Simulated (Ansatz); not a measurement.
# Telling isomers of C4H3P apart by their spectra

These gas-phase data were calculated for one isomer of C4H3P at B3LYP-D3(BJ)/def2-SVP (harmonic, unscaled wavenumbers; equilibrium rotational constants with average atomic masses):

| Property | Result |
| --- | --- |
| rotational constants | 157.8, 1.296, 1.296 GHz |
| all wavenumbers above 1500 cm⁻¹ | 3097, 3096, 3017, 2285, 1651 |

Candidates:

(1) `C=C=C=C=P`, a singlet
(2) `C=C=CC#P`, a singlet
(3) `CC#CC#P`, a singlet

Problem. Which candidate do the data belong to?

Solution. Candidate (3). The band at 2285 cm⁻¹ lies where the C≡C stretch is expected; (2) has no mode between 2050 and 2400 cm⁻¹. 3 modes lie between 2750 and 3290 cm⁻¹, one for each C–H bond, while (1) has 2.

The same quantities for all candidates:

```tsv
	rotational constants (GHz)	wavenumbers above 1500 cm⁻¹	E above the lowest, B3LYP-D3(BJ)/def2-SVP (kcal/mol)
(1)	132.5, 1.327, 1.326	3198, 3112, 2306, 2171, 1833	20.9
(2)	21.29, 1.647, 1.545	3195, 3111, 3101, 2040, 1644	8.2
(3)	157.8, 1.296, 1.296	3097, 3096, 3017, 2285, 1651	0.0
```

Harmonic stretches to hydrogen usually lie a few per cent above observed fundamentals. Each candidate is one conformer. Programs: Ansatz 0.2.0.
